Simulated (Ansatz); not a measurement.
Results of rVV10 in Ansatz (plane waves, PAW) for antiferromagnetic (type II) rock-salt NiO.

Settings: plane-wave cutoff 520 eV, 14×14×14 k mesh, Fermi–Dirac smearing 0.01 eV, spin-polarised with opposed moments, scalar-relativistic PAW data made under PBE.

Computed at the level's own relaxed cell.

Q: Predict the bulk modulus B0, band gap, equilibrium volume per atom and direct gap at Γ.

A: 
bulk modulus B0: 191 GPa
band gap: 1.01 eV (indirect)
equilibrium volume per atom: 9.39 Å³/atom
direct gap at Γ: 2.36 eV

Measured, for comparison: bulk modulus 192 ± 7 GPa (room temperature, no zero-point or thermal correction, equation of state from high-pressure X-ray diffraction, our sources range from 174 to 209; as tabulated in Gavriliuk et al., The first-order structural transition in NiO at high …); equilibrium volume per atom 9.07 Å³/atom (5 K, zero-point motion not removed, pseudo-cubic cell; as tabulated in Yang et al. (2022), arXiv:2205.02972). Computed (rounded) less measured: bulk modulus not scored (sources differ), equilibrium volume per atom +3.5 %.

Note: without U or exact exchange, gaps and moments of open d shells tend to come out too small; the bulk modulus comes from volumes at which shape and atoms were relaxed.

Cost on a shared machine: around 15 core-minutes (rough).

Ansatz is a quantum-chemistry and plane-wave program.
